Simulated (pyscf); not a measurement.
H₂N–SiH₂–NH–SiH₂–NH₂ + NH₃ -> H₂N–SiH₂–NH–SiH₂–NH₂ + NH₃ (four-centre exchange; singlet surface; H–N, H–N broken, H–N, H–N formed). PySCF, gas phase, ωB97X-D3(BJ)/def2-SVP geometries. Energies in kJ/mol from the separated reactants.

| level | barrier | reaction energy |
|---|---|---|
| ωB97X-D3(BJ)/def2-TZVP | 165.0 | 0.0 |
| B3LYP-D3(BJ)/def2-TZVP | 153.4 | 0.0 |
| PBE0-D3(BJ)/def2-TZVP | ___ | 0.0 |
| M06-2X/def2-TZVP | 164.3 | 0.0 |
| ωB97M-D3(BJ)/def2-TZVP | ___ | 0.0 |
| HF/def2-TZVP | 234.4 | 0.0 |

### Question
Fill in the missing entries.

### Answer

- PBE0-D3(BJ)/def2-TZVP, barrier: 147.3
- ωB97M-D3(BJ)/def2-TZVP, barrier: 159.3

The functionals in the table span 17.6 kJ/mol in this barrier, from PBE0-D3(BJ) to ωB97X-D3(BJ)/def2-TZVP. On the reactant side the descent ends in a complex, 27.5 kJ/mol under the separated species and 192.5 kJ/mol under the saddle at ωB97X-D3(BJ)/def2-TZVP. On the product side the descent ends in a complex (not fully relaxed), 27.5 kJ/mol under the separated species and 192.5 kJ/mol under the saddle at ωB97X-D3(BJ)/def2-TZVP. This is the saddle that the search found; another between the same sides may lie lower.
